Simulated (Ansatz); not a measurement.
# TiH: from a trial structure to a relaxed crystal

All numbers below come from DFT r2SCAN, scalar-relativistic, plane waves, PAW in Ansatz 0.2.0. Cutoff 500 eV, Γ-centred k mesh, Gaussian smearing, no spin polarisation in the final step.

The start puts TiH on the tungsten carbide structure type (P-6m2, No. 187), with Ti in place of W, H in place of C, at a guessed volume.

```
Ti H
1.0
     2.81679    0.00000    0.00000
    -1.40839    2.43941    0.00000
     0.00000    0.00000    2.74735
Ti H
1 1
Direct
  0.00000 0.00000 0.00000
  0.66667 0.33333 0.50000
```

Cell and atoms relax at zero pressure; the relaxation can't lower the symmetry of the start.

Energies over the elements count from the elements' standard structures at the same level (H₂ as a molecule), with no empirical corrections.

Q: Describe the relaxed structure.

A: It keeps P-6m2 (No. 187). The result has the tungsten carbide structure. Conventional cell: a = 2.861 Å, c = 2.628 Å. Ti has 6 H at 2.11 Å; H has 6 Ti at 2.11 Å.

Space group P-6m2 (No. 187). a = 2.861 Å, b = 2.861 Å, c = 2.628 Å, α = 90.00°, β = 90.00°, γ = 120.00°
| atom | site | symmetry | x | y | z |
| --- | --- | --- | --- | --- | --- |
| Ti | 1a | -6m2 | 0.0000 | 0.0000 | 0.0000 |
| H | 1f | -6m2 | 0.6667 | 0.3333 | 0.5000 |

Q: What are its volume, energy, density and gap?

A: The volume per atom is 9.32 Å³ and the density is 4.36 g/cm³. The energy over the elements is -0.16 eV/atom. The gap on the 24×24×20 mesh is 0 eV (a metal).

The final run used a 24×24×20 mesh on its 2-atom cell and 0.10 eV smearing. The k mesh leaves about 4 meV/atom of noise in metals. A structure relaxed within its symmetry needn't be a true minimum.

Cost: 2 runs of about 2.9 core-minutes in all, on Arm Neoverse V2 (shared hosts).